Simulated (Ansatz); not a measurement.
Geometry optimisation, Ansatz, UKS r2SCAN-D4/STO-3G.

input.yaml

```yaml
crystal:
  periodic: [false, false, false]
  atoms:
    - { symbol: B, position_ang: [0.7167, -1.7303, 2.02629] }
    - { symbol: Si, position_ang: [0.31319, -0.60576, 0.63388] }
    - { symbol: C, position_ang: [-0.19523, 0.51688, -0.62858] }
    - { symbol: H, position_ang: [-0.90627, 0.25165, -1.40342] }
    - { symbol: H, position_ang: [0.07162, 1.56752, -0.62817] }
magnetization:
  spin_polarized: true
  initial_magnetization: 1
basis:
  gaussian: { orbitals: STO-3G }
hamiltonian:
  xc: r2scan
  dispersion: d4
relax:
  f_tol: 0.02
  max_steps: 50
```

Command:

```bash
$ ansatz run input.yaml --threads 1 --pin off --max-ram 2048MiB --backend cpu --events-out ev --progress --plain --runs-dir out
```

Where does it end, and by what steps?

It converged. Limits of this set-up: minimal basis. After 37 steps the energy has fallen by 3.689 eV; B1 moved furthest, 2.20 Å. Parted: Si2–C3. Joined: B1–C3.

```
step  energy less start (eV)  largest force component (eV/Å)  accepted
   0                  0.0000                           2.390       yes
   2                 -0.1746                           0.785       yes
   4                 -0.3735                           0.680       yes
   6                 -0.6097                           0.534       yes
   8                 -0.8329                           0.889       yes
  10                 -0.9689                           0.455       yes
  12                 -0.9924                           0.067       yes
  14                 -0.9932                           0.080       yes
  16                 -0.9952                           0.485       yes
  18                 -1.2105                           1.402       yes
  20                 -2.0403                           0.899       yes
  22                 -2.3069                           0.827       yes
  24                 -2.6938                           1.956       yes
  26                 -3.0334                           1.709       yes
  28                 -3.1754                           0.495       yes
  30                 -3.2772                           0.213       yes
  32                 -3.4456                           1.110       yes
  34                 -3.6593                           0.534       yes
  36                 -3.6891                           0.025       yes
  37                 -3.6892                           0.002       yes
```

```xyz
5
Properties=species:S:1:pos:R:3
B 0.539 -0.329 0.343
Si 1.918 -1.169 1.219
C -0.510 0.311 -0.324
H -1.173 -0.183 -1.050
H -0.774 1.370 -0.188
```

Whether the end is a true minimum wasn't checked by a vibrational analysis.

Run time: 2.1 min on 1 thread of Intel(R) Xeon(R) Platinum 8259CL CPU @ 2.50GHz (Skylake/Cascade Lake) (shared host), peak memory 0.17 GiB.
